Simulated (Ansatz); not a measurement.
Rock-salt MgS was calculated with PBEsol (PAW; Ansatz, an electronic-structure program).

Settings: plane-wave cutoff 520 eV, 12×12×12 k mesh, scalar-relativistic PAW data made under PBE.

Computed at the level's own relaxed cell.

Hill averages of the elastic tensor: K = 78.1 GPa, G = 54.8 GPa. Volume 17.393 Å³/atom, mean atomic mass 28.185 u.

Question: Work out the density, the sound velocities of a polycrystal and the elastic Debye temperature at this level.

Answer: ρ = 1.66054 × 28.185/17.393 = 2.691 g/cm³. v_l = √[(K + 4G/3)/ρ] = 7.495 km/s and v_t = √(G/ρ) = 4.513 km/s. The mean follows from 3/v_m³ = 1/v_l³ + 2/v_t³: v_m = 4.991 km/s. Θ_D = (ħ/k_B) v_m (6π²/V)^(1/3) = 76.38 K Å s/km × 4.991 × 1.5044 Å⁻¹ = 574 K, counting all atoms of the cell.
